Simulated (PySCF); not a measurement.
**Partial charges of acetylene**

Species: acetylene, C₂H₂.
Atom-mapped SMILES: `[CH:1]#[CH:2]` (hydrogens: H3 on C1; H4 on C2)

Structure used (GFN2-xTB), in Å, numbered top down from 1:
```
atom  x, y, z in Å
C1     0.540   -0.006    0.577
C2    -0.534    0.008    0.056
H3     1.484   -0.017    1.035
H4    -1.479    0.020   -0.402
```

Density: PBE0/pcSseg-1 (PySCF); schemes: Mulliken, IAO, Hirshfeld and ESP-fitted. Geometry: GFN2-xTB; no solvent, vibrations or thermal averaging.

Question: Give the atomic charges in each scheme.

Answer: In e:

```json
{"atom": "C1", "environment": "terminal alkyne carbon", "Mulliken": "-0.077", "IAO": "-0.204", "Hirshfeld": "-0.097", "ESP-fitted": "-0.290"}
{"atom": "C2", "environment": "terminal alkyne carbon", "Mulliken": "-0.077", "IAO": "-0.204", "Hirshfeld": "-0.097", "ESP-fitted": "-0.290"}
{"atom": "H3", "environment": "alkyne hydrogen", "Mulliken": "+0.077", "IAO": "+0.204", "Hirshfeld": "+0.097", "ESP-fitted": "+0.290"}
{"atom": "H4", "environment": "alkyne hydrogen", "Mulliken": "+0.077", "IAO": "+0.204", "Hirshfeld": "+0.097", "ESP-fitted": "+0.290"}
```

Mean size of the charges over all atoms: ESP-fitted 0.290 e, IAO 0.204 e, Hirshfeld 0.097 e, Mulliken 0.077 e. Each set sums to the total charge, 0, to within 0.001 e. The ESP scheme is a least-squares fit of atom-centred charges to the potential on four shells outside the van der Waals surface, with the total charge fixed. The Mulliken scheme counts on each atom the diagonal of the density matrix times the overlap matrix over that atom's basis functions.

Lowest charge. All schemes agree: Mulliken C1 and C2 (-0.077); IAO C1 and C2 (-0.204); Hirshfeld C1 and C2 (-0.097); ESP-fitted C1 and C2 (-0.290).

Highest charge. All schemes agree: Mulliken H3 and H4 (+0.077); IAO H3 and H4 (+0.204); Hirshfeld H3 and H4 (+0.097); ESP-fitted H3 and H4 (+0.290).

Question: Sum the charges by element.

Answer: 
```csv
element,atoms,Mulliken,IAO,Hirshfeld,ESP-fitted
C,2,-0.155,-0.408,-0.194,-0.580
H,2,+0.155,+0.408,+0.194,+0.580
```

Question: How many electrons does the Mulliken scheme count on C2?

Answer: Z − q = 6 − (-0.077) = 6.077.
